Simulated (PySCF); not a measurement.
PySCF input (TPSS/def2-TZVPD):

```python
from pyscf import gto, scf, dft

mol = gto.M(
    atom='''
    C     1.33588083    0.17663357    0.00811228
    C     0.05820264    0.43851080   -0.00811815
    H     2.26699010    0.71990471    0.00550453
    H    -0.25405481    1.48851309   -0.03147361
    C    -1.05503693   -0.57138509    0.00208581
    H    -0.66476666   -1.58771845    0.02545578
    H    -1.69884812   -0.42434069    0.87312388
    H    -1.68359975   -0.45891440   -0.88509024
    ''',
    basis='def2-tzvpd',
    charge=0,
    spin=1,
    verbose=4,
)

mf = dft.UKS(mol, xc='tpss').density_fit(auxbasis='def2-universal-jkfit')
mf.grids.level = 3
mf.conv_tol = 1e-9
mf.max_cycle = 100
mf.max_memory = 1500
mf.kernel()
if not mf.converged:
    mf = mf.newton()
    mf.kernel(mf.make_rdm1())
for _ in range(2):
    mo, _, stable, _ = mf.stability(return_status=True)
    if stable:
        break
    mf.kernel(mf.make_rdm1(mo, mf.mo_occ))
mf.analyze()
```

End of the output:

```
Extra cycle  E= -117.288045181577  delta_E= -2.84e-12  |g|= 3.4e-06  |ddm|= 1.14e-05
converged SCF energy = -117.288045181577  <S^2> = 0.76207917  2S+1 = 2.0120429
uhf_internal: lowest eigs of H = [0.60094379 0.6048899  0.61022879]
<class 'pyscf.df.df_jk.DFUKS'> wavefunction is stable in the internal stability analysis
**** SCF Summaries ****
Total Energy =                        -117.288045181576948
Nuclear Repulsion Energy =              64.421086579898926
One-electron Energy =                 -283.585641284716246
Two-electron Energy =                  101.876509523240372
Two-electron Coulomb Energy =          120.003465422499062
DFT Exchange-Correlation Energy =      -18.126955899258697
HOMO-LUMO gap [eV] =                     2.780574938886256
**** MO energy ****
                             alpha | beta                alpha | beta
MO #1   energy= -10.0025801939027  | -9.99651568087481  occ= 1 | 1
MO #2   energy= -9.99474009671423  | -9.98809571991353  occ= 1 | 1
MO #3   energy= -9.98910836488698  | -9.9869987653527   occ= 1 | 1
MO #4   energy= -0.736513272970349 | -0.728790296295891 occ= 1 | 1
MO #5   energy= -0.63859282481851  | -0.625864121485577 occ= 1 | 1
MO #6   energy= -0.503507467350531 | -0.488548901117728 occ= 1 | 1
MO #7   energy= -0.43742236515121  | -0.429334999517714 occ= 1 | 1
MO #8   energy= -0.379777585493451 | -0.380209523524218 occ= 1 | 1
MO #9   energy= -0.365224820856821 | -0.356397571977096 occ= 1 | 1
MO #10  energy= -0.343408422366099 | -0.338667563818106 occ= 1 | 1
MO #11  energy= -0.242418692763962 | -0.232451120888459 occ= 1 | 1
MO #12  energy= -0.201882447224584 | -0.0996982021132702 occ= 1 | 0
MO #13  energy= -0.017880031186337 | -0.00531118161833444 occ= 0 | 0
MO #14  energy= 0.00538990493634277 | 0.0106642842829597 occ= 0 | 0
MO #15  energy= 0.0258115555617594 | 0.0292196199401481 occ= 0 | 0
MO #16  energy= 0.0343909666641861 | 0.0420809288925575 occ= 0 | 0
MO #17  energy= 0.0730857698489119 | 0.0745741608119701 occ= 0 | 0
MO #18  energy= 0.0737446210519536 | 0.0799066775150173 occ= 0 | 0
MO #19  energy= 0.0880429977663546 | 0.090470778270252  occ= 0 | 0
MO #20  energy= 0.107781694702548  | 0.114011185717994  occ= 0 | 0
MO #21  energy= 0.1176791077338    | 0.119775822546795  occ= 0 | 0
MO #22  energy= 0.129267549056538  | 0.139314061443889  occ= 0 | 0
MO #23  energy= 0.134563664637905  | 0.139433539377023  occ= 0 | 0
MO #24  energy= 0.149201368741163  | 0.154391681828482  occ= 0 | 0
MO #25  energy= 0.150224437785172  | 0.156778365405488  occ= 0 | 0
MO #26  energy= 0.198091236263481  | 0.20171790461238   occ= 0 | 0
MO #27  energy= 0.202468766793178  | 0.210769805189006  occ= 0 | 0
MO #28  energy= 0.205378213236847  | 0.211689541612435  occ= 0 | 0
MO #29  energy= 0.207918001108676  | 0.218645677171282  occ= 0 | 0
MO #30  energy= 0.227745231786808  | 0.231697521490201  occ= 0 | 0
MO #31  energy= 0.240213276904     | 0.244912709223703  occ= 0 | 0
MO #32  energy= 0.252788749447349  | 0.259156253874002  occ= 0 | 0
MO #33  energy= 0.254679513808323  | 0.259726697444801  occ= 0 | 0
MO #34  energy= 0.25689076893522   | 0.266427151267051  occ= 0 | 0
MO #35  energy= 0.265321340738043  | 0.266890719394062  occ= 0 | 0
MO #36  energy= 0.26969514392619   | 0.27497921105031   occ= 0 | 0
MO #37  energy= 0.277049355068879  | 0.283006509394987  occ= 0 | 0
MO #38  energy= 0.291775149175773  | 0.296183058079001  occ= 0 | 0
MO #39  energy= 0.29629440244357   | 0.298769318151174  occ= 0 | 0
MO #40  energy= 0.315511537540203  | 0.318246546291044  occ= 0 | 0
MO #41  energy= 0.32230039003765   | 0.325683118603904  occ= 0 | 0
MO #42  energy= 0.339066225897536  | 0.343537637025979  occ= 0 | 0
MO #43  energy= 0.360581933804323  | 0.368501204840565  occ= 0 | 0
MO #44  energy= 0.382169713713416  | 0.384950510126957  occ= 0 | 0
MO #45  energy= 0.396249184325889  | 0.399411196609703  occ= 0 | 0
MO #46  energy= 0.397254734586137  | 0.405778324660966  occ= 0 | 0
MO #47  energy= 0.408516652172163  | 0.414018424713236  occ= 0 | 0
MO #48  energy= 0.409337122705749  | 0.41460971818528   occ= 0 | 0
MO #49  energy= 0.423235122324279  | 0.426027528738395  occ= 0 | 0
MO #50  energy= 0.426634054448631  | 0.433459724014965  occ= 0 | 0
MO #51  energy= 0.435268281489995  | 0.450217521760209  occ= 0 | 0
MO #52  energy= 0.452582638802185  | 0.456200581437459  occ= 0 | 0
MO #53  energy= 0.458323938493846  | 0.467166735820581  occ= 0 | 0
MO #54  energy= 0.499348649298167  | 0.503734447320745  occ= 0 | 0
MO #55  energy= 0.503539251629973  | 0.52744773019945   occ= 0 | 0
MO #56  energy= 0.542471414054423  | 0.548315108098944  occ= 0 | 0
MO #57  energy= 0.555145562118116  | 0.561498306092873  occ= 0 | 0
MO #58  energy= 0.562611578391272  | 0.568273894052008  occ= 0 | 0
MO #59  energy= 0.586333519034544  | 0.596368948320352  occ= 0 | 0
MO #60  energy= 0.601859631143157  | 0.604575438235387  occ= 0 | 0
MO #61  energy= 0.638060671216245  | 0.645201877682135  occ= 0 | 0
MO #62  energy= 0.661600779367294  | 0.665114016284945  occ= 0 | 0
MO #63  energy= 0.670353683325953  | 0.675715204507226  occ= 0 | 0
MO #64  energy= 0.678565750280035  | 0.680501023919785  occ= 0 | 0
MO #65  energy= 0.679586496949719  | 0.68849843355016   occ= 0 | 0
MO #66  energy= 0.696772229708354  | 0.70478432988065   occ= 0 | 0
MO #67  energy= 0.707615416367613  | 0.712852525392994  occ= 0 | 0
MO #68  energy= 0.72395195752823   | 0.738616260545817  occ= 0 | 0
MO #69  energy= 0.744478361563012  | 0.752631634784572  occ= 0 | 0
MO #70  energy= 0.772940634667453  | 0.787933014641887  occ= 0 | 0
MO #71  energy= 0.813514154883578  | 0.827464327231755  occ= 0 | 0
MO #72  energy= 0.844874779148899  | 0.854845305724503  occ= 0 | 0
MO #73  energy= 0.890774016343858  | 0.910503124588882  occ= 0 | 0
MO #74  energy= 0.943896643393757  | 0.963283192377787  occ= 0 | 0
MO #75  energy= 0.992573131391232  | 1.00690780478587   occ= 0 | 0
MO #76  energy= 1.00694858176674   | 1.01769153465358   occ= 0 | 0
MO #77  energy= 1.05699328443223   | 1.0693035011872    occ= 0 | 0
MO #78  energy= 1.11426010196219   | 1.11631244447975   occ= 0 | 0
MO #79  energy= 1.12905953096918   | 1.1476038774835    occ= 0 | 0
MO #80  energy= 1.14627516252438   | 1.15891765337608   occ= 0 | 0
MO #81  energy= 1.2478332704106    | 1.25653518722069   occ= 0 | 0
MO #82  energy= 1.25208064806979   | 1.26085587975717   occ= 0 | 0
MO #83  energy= 1.35028200032398   | 1.3579225344234    occ= 0 | 0
MO #84  energy= 1.40306711776638   | 1.41840462031289   occ= 0 | 0
MO #85  energy= 1.42064717472424   | 1.436724288074     occ= 0 | 0
MO #86  energy= 1.54851286184284   | 1.56160752362622   occ= 0 | 0
MO #87  energy= 1.60721922009091   | 1.60821278805863   occ= 0 | 0
MO #88  energy= 1.68963213318599   | 1.70588032858818   occ= 0 | 0
MO #89  energy= 1.72881791495452   | 1.7352669619389    occ= 0 | 0
MO #90  energy= 1.72910487790105   | 1.75371438458565   occ= 0 | 0
MO #91  energy= 1.76877014726387   | 1.78283163875215   occ= 0 | 0
MO #92  energy= 1.79081646228106   | 1.79961840154841   occ= 0 | 0
MO #93  energy= 1.79895915259063   | 1.80528760845153   occ= 0 | 0
MO #94  energy= 1.8118182157153    | 1.83166001904112   occ= 0 | 0
MO #95  energy= 1.82990555635848   | 1.85374118166157   occ= 0 | 0
MO #96  energy= 1.85328384212496   | 1.87127571861432   occ= 0 | 0
MO #97  energy= 1.88798862008011   | 1.9056508450016    occ= 0 | 0
MO #98  energy= 1.95959139265757   | 1.97031160117011   occ= 0 | 0
MO #99  energy= 1.96858125614104   | 1.97484790542421   occ= 0 | 0
MO #100 energy= 2.05844218567911   | 2.06951225437074   occ= 0 | 0
MO #101 energy= 2.08719055777136   | 2.09957282938489   occ= 0 | 0
MO #102 energy= 2.1687162598804    | 2.18497273242289   occ= 0 | 0
MO #103 energy= 2.268636790534     | 2.28322922037933   occ= 0 | 0
MO #104 energy= 2.29294624251433   | 2.30115690805557   occ= 0 | 0
[...]
```

It need not be the lowest isomer of its formula.
